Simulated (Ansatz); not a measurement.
# BCl2 (doublet): wave-function methods side by side at distance B1–Cl2 = 3.219 Å, cc-pVDZ

The task here is to estimate one member of a computed series from the others.

The runs use Ansatz 0.2.0, Gaussian basis; cc-pVDZ, core rule «outside noble gas», up to 11 orbitals frozen.

Plan: UHF; CCSD(T) on ROHF; CCSD(T) on UHF; BCCD(T) on ROHF; CISD; CCSDT(Q) on ROHF; CCSDT(Q) on UHF; CASSCF and MRCISD+Q, 3 electrons in 3 orbitals; CASSCF and NEVPT2, 3 electrons in 3 orbitals.

36 further runs of the same task are left out: 12 for a known fault of the program, 1 for a mislabelled method, 18 that didn't finish, 5 set aside as unsound or not needed.

## What is computed

The geometry derives from a PBE0/def2-TZVP stationary point (not a proven minimum). One bond is set to the value named and the two fragments are kept rigid.

3 atoms, charge 0, spin multiplicity 2.

Atoms are counted from 1 here; the program's logs count them from 0.

Bond lengths: B1–Cl3 1.720 Å.

Set-up of the first run:

in.yaml reads:

```yaml
crystal:
  periodic: [false, false, false]
  atoms:
    - {symbol: B, position_ang: [0.000000, -0.982207, 0.578003]}
    - {symbol: Cl, position_ang: [0.000000, 0.493316, -2.282905]}
    - {symbol: Cl, position_ang: [0.000000, -0.193803, 2.106649]}
basis:
  gaussian: {orbitals: cc-pVDZ}
magnetization: {spin_polarized: true, initial_magnetization: 1}
hamiltonian: {xc: hf}
output: {orbitals: {seedname: orbitals}}
```

On the command line:

```console
$ ansatz run in.yaml --threads 1 --pin off --events-out ev --progress --plain --max-ram 2393MiB
```

Among the steps run: UHF; CCSD(T) on ROHF; CCSD(T) on UHF; BCCD(T) on ROHF; CISD; CCSDT(Q) on ROHF; CCSDT(Q) on UHF; CASSCF and MRCISD+Q, 3 electrons in 3 orbitals; CASSCF and NEVPT2, 3 electrons in 3 orbitals.

One of the session's tables, all rows but one given; the rest of the session is left out.

| method | from UCCSDT(Q) (kJ/mol) |
| --- | --- |
| ROHF | +967.3 |
| UHF | +948.9 |
| RMP2 | +143.3 |
| UMP2 | +154.8 |
| CISD | +136.3 |
| RCCSD | +28.2 |
| UCCSD | +28.2 |
| RCCSD(T) | ? |
| UCCSD(T) | +5.2 |
| BCCD(T) | +4.7 |
| RCCSDT | +2.1 |
| UCCSDT | +2.1 |
| RCCSDT(Q) | +0.3 |
| UCCSDT(Q) | 0 |
| CASSCF pair | +915.5 |
| NEVPT2 pair | +140.9 |
| MRCISD pair | +120.6 |
| MRCISD+Q pair | +19.9 |

Q: Estimate the row for RCCSD(T) from the others.

The run gave: from UCCSDT(Q) (kJ/mol): +5.1. In the column «from UCCSDT(Q) (kJ/mol)» it lies between BCCD(T) (+4.7) and UCCSD(T) (+5.2).

Limits of these values: Restricted and unrestricted rows rest on different reference determinants; where their highest levels disagree by more than a few hundredths of an eV, they describe different states and don't form one ladder.
